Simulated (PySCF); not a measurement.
Molecule: SMILES CCCSSC, C₄H₁₀S₂.

Bonds (- single, = double, # triple, : aromatic): C1-C2, C2-C3, C3-S4, S4-S5, S5-C6. C1 carries H7, H8, H9; C2 carries H10, H11; C3 carries H12, H13; C6 carries H14, H15, H16.

Geometry PBE0-D3(BJ)/def2-SVP throughout; GIAO in PySCF 2.14.0 with density-fitted response routines, gas phase, one conformer, non-relativistic; equivalent atoms averaged; basis pcSseg-1.

For orientation, PBE0 gives these absolute shieldings σ: C2 158.5, C6 159.7, C1 169.0, S4 399.1, S5 491.0, H14/H15/H16 29.19, H12/H13 29.18, H10/H11 29.68, H7/H8/H9 30.29 ppm.

A run gave: C2 144.4, C6 145.0, C1 155.3, S4 322.9, S5 404.4, H14/H15/H16 29.51, H12/H13 29.49, H10/H11 30.00, H7/H8/H9 30.59 ppm (absolute shieldings σ).

**Question.** Which functional was used in that run?
A. B97-2
B. WP04
C. OPBE
D. CAM-B3LYP

**Answer.** B. S5 tells them apart best: WP04 gives 404.4, CAM-B3LYP gives 480.2, B97-2 gives 488.2, OPBE gives 487.4 ppm.
